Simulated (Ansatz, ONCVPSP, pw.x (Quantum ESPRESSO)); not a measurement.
## From atom to crystal: ONCV potential for aluminium (Al)

Al (Z = 13), optimised norm-conserving Vanderbilt (ONCV), made with ONCVPSP 4.0.1.1 (patched build) (PBEsol, scalar-relativistic). Core [Ne], reference 3s2 3p1. Waves: 3s: rc 1.75 bohr, ncon 4, nbas 9, qcut 4.4 1/bohr, 2 projectors, debl 2.4 Ha; 3p: rc 2.10 bohr, ncon 4, nbas 7, qcut 4.7 1/bohr, 2 projectors, debl 0.8 Ha. Local part: polynomial inside 1.45 bohr (lpopt 5, dvloc0 0 Ha). Core correction: Teter function fitted to the true core (icmod 2), fcfact 0.5.

Crystal test: fcc Al in pw.x 7.5, no spin, 14³ k-points, Fermi–Dirac smearing 0.01 Ry, cutoffs 50/200 Ry. The reference is all-electron LAPW (Ansatz 0.2.0) with the same functional, mesh and smearing; V0 and B0 come from Birch–Murnaghan fits to the pressures at five volumes. Errors are pseudo minus all-electron; Δ is the rms difference of the E(V) curves that follow from these fits, minima aligned, over ±6 % about the mean V0. Mesh and smearing are coarse, so the numbers serve the comparison and aren't converged zero-temperature values; the lattice is a test structure that the element need not adopt.

| V (Å³/atom) | P all-electron (GPa) | P pseudo (GPa) |
| --- | --- | --- |
| 15.397 | 4.49 | 4.72 |
| 15.802 | 2.01 | 2.25 |
| 16.207 | -0.16 | 0.11 |
| 16.612 | -2.03 | -1.75 |
| 17.017 | -3.66 | -3.37 |

All-electron: a0 = 4.015 Å (V0 = 16.18 Å³/atom), B0 = 81.2 GPa.

Pseudopotential: mean pressure error (GPa): +0.26; a0 (Å): 4.019; a0 error (%): +0.11; B0 error (%): -2.3; Δ (meV/atom): 0.9.

At the middle volume, how do free energy and pressure move when the wave cutoff is lowered (ecutrho kept at four times it)?

| cutoff (Ry) | shift of F (meV/atom) | shift of P (GPa) |
| --- | --- | --- |
| 22 | +4.5 | +0.00 |
| 30 | +1.3 | -0.01 |
| 40 | +0.2 | +0.00 |

The run at the middle volume (104 k-points, 6 iterations) took about 8.5 s on one core of a shared host (Neoverse-N1, 64 threads, 124 GiB, load 58).
